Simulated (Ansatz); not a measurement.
The input, for Ansatz 0.2.0:

```yaml
crystal:
  periodic: [false, false, false]
  atoms:
    - {symbol: Si, position_ang: [-1.583299, 0.000526, 0.013344]}
    - {symbol: Br, position_ang: [0.635469, -0.000336, -0.003307]}
    - {symbol: H, position_ang: [-2.013368, 1.445247, -0.037416]}
    - {symbol: H, position_ang: [-2.098620, -0.726307, 1.206208]}
    - {symbol: H, position_ang: [-2.147054, -0.706968, -1.278469]}
basis:
  gaussian: {orbitals: cc-pVDZ}
hamiltonian: {xc: {name: wB97M-V}}
output: {orbitals: {seedname: orbitals}}
```

```sh
$ ansatz run in.yaml --threads 1 --pin off --events-out ev --progress --plain --max-ram 2393MiB
```

Output:

```
  # Of w^i u^j: cxij and so on, Table III.
  gx(w, u) = 1 - cx + cx01*u + cx10*w
  gss(w, u) = css00 + css04*u^4 + css10*w + css20*w^2 + css43*w^4*u^3
  gos(w, u) = cos00 + cos10*w + (cos20 + cos21*u)*w^2 + (cos60 + cos61*u)*w^6
      + integral(e_c_pw_mod_opposite_spin*gos(b97_w_opposite, b97_u_opposite)) + vv10(b, c)
626 factors; integrals over basis functions are off by at most 1.1e-3 eV
173 factors; integrals over basis functions are off by at most 7.1e-6 eV
mean field evaluation 1: about -77967.6829 eV, gradient 8.9e0 eV
mean field evaluation 2: about -77967.8920 eV, gradient 4.9e0 eV
mean field evaluation 4: about -77967.9644 eV, gradient 6.7e-1 eV
mean field evaluation 8: about -77967.9937 eV, gradient 4.9e-3 eV
mean field -77967.99366261 eV, -2865.2709184965 hartree, gradient 4.0e-5 eV, S^2 0.000000; 0 other end points of the search recorded, 0 dependent functions left out
reference -77967.99369692 eV, -2865.2709197575 hartree; 26, 26 occupied and 34, 34 virtual orbitals, 626 factors
Total energy: -77967.99369692 eV, -2865.2709197575 hartree
```

Ran on 1 thread of Arm Neoverse V1, shared host: 7 s wall, 0.16 GiB peak host memory.
